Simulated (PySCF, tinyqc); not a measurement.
Inside a calculation. Method: CIS and TDHF on RHF in the sto-3g basis, for HF, spin multiplicity 1. The lowest restricted solution is unstable here: a spin-polarised one lies 0.0007 hartree lower (PySCF). One step of it, computed by the program tinyqc.

Problem. TDHF (RPA) triplet states. B(ia,jb) = - (ib|ja); the squared energies are the eigenvalues of (A - B)(A + B); 1 hartree = 27.211386 eV.

CIS matrix A, triplet (hartree), lower triangle:
```
           1>6        2>6       3>6       4>6       5>6
1>6  25.454081
2>6   0.008972   1.144065
3>6  -0.010462  -0.047126  0.208958
4>6   0.000000   0.000000  0.000000  0.208029
5>6   0.000000   0.000000  0.000000  0.000000  0.208029
```

Two-electron integrals over orbitals (pq|rs), unique and non-zero (hartree):
```
(11|11) 5.364371    (21|11) -0.521153   (21|21) 0.079820    (22|11) 1.231721
(22|21) -0.022616   (22|22) 0.871501    (31|11) 0.103141    (31|21) -0.015242
(31|22) 0.006799    (31|31) 0.017589    (32|11) -0.121158   (32|21) 0.005223
(32|22) -0.044878   (32|31) 0.020560    (32|32) 0.136480    (33|11) 0.892965
(33|21) -0.008604   (33|22) 0.695540    (33|31) -0.002239   (33|32) -0.015869
(33|33) 0.680738    (41|41) 0.029539    (42|41) 0.040061    (42|42) 0.188996
(43|41) -0.007215   (43|42) -0.028730   (43|43) 0.035906    (44|11) 1.264025
(44|21) -0.015058   (44|22) 0.894224    (44|31) 0.003040    (44|32) -0.066874
(44|33) 0.682306    (44|44) 0.997514    (51|51) 0.029539    (52|51) 0.040061
(52|52) 0.188996    (53|51) -0.007215   (53|52) -0.028730   (53|53) 0.035906
(54|54) 0.053770    (55|11) 1.264025    (55|21) -0.015058   (55|22) 0.894224
(55|31) 0.003040    (55|32) -0.066874   (55|33) 0.682306    (55|44) 0.889973
(55|55) 0.997514    (61|11) 0.109077    (61|21) -0.017446   (61|22) 0.002642
(61|31) -0.012143   (61|32) -0.023349   (61|33) 0.005974    (61|44) 0.003169
(61|55) 0.003169    (61|61) 0.020138    (62|11) -0.158687   (62|21) 0.004158
(62|22) -0.087728   (62|31) -0.019944   (62|32) -0.075312   (62|33) -0.022608
(62|44) -0.086688   (62|55) -0.086688   (62|61) 0.018792    (62|62) 0.091586
(63|11) -0.417944   (63|21) 0.007016    (63|22) -0.233349   (63|31) 0.001479
(63|32) 0.081481    (63|33) -0.094867   (63|44) -0.243493   (63|55) -0.243493
(63|61) -0.004898   (63|62) 0.037753    (63|63) 0.228878    (64|41) -0.007138
(64|42) -0.029131   (64|43) -0.021935   (64|64) 0.029190    (65|51) -0.007138
(65|52) -0.029131   (65|53) -0.021935   (65|65) 0.029190    (66|11) 0.841696
(66|21) -0.008972   (66|22) 0.641464    (66|31) 0.010462    (66|32) 0.047126
(66|33) 0.649862    (66|44) 0.625321    (66|55) 0.625321    (66|61) -0.007392
(66|62) -0.054409   (66|63) -0.025431   (66|66) 0.677159
```

Give: TDHF matrix B, triplet; squared energies w^2; TDHF energies from the positive w^2.

Solution.

TDHF matrix B, triplet (hartree), lower triangle:
```
         1>6      2>6      3>6      4>6      5>6
1>6  -0.0201
2>6  -0.0188  -0.0916
3>6   0.0049  -0.0378  -0.2289
4>6   0.0000   0.0000   0.0000  -0.0292
5>6   0.0000   0.0000   0.0000   0.0000  -0.0292
```

squared energies w^2 (hartree^2): -0.0117  0.0424  0.0424  1.3050  647.9095

TDHF energies from the positive w^2 (eV): 5.6048  5.6048  31.0854  692.6404

A + B or A - B has a negative eigenvalue: the restricted solution is unstable towards a spin-polarised one, a negative w^2 means an imaginary energy, and the lowest roots have no physical meaning.
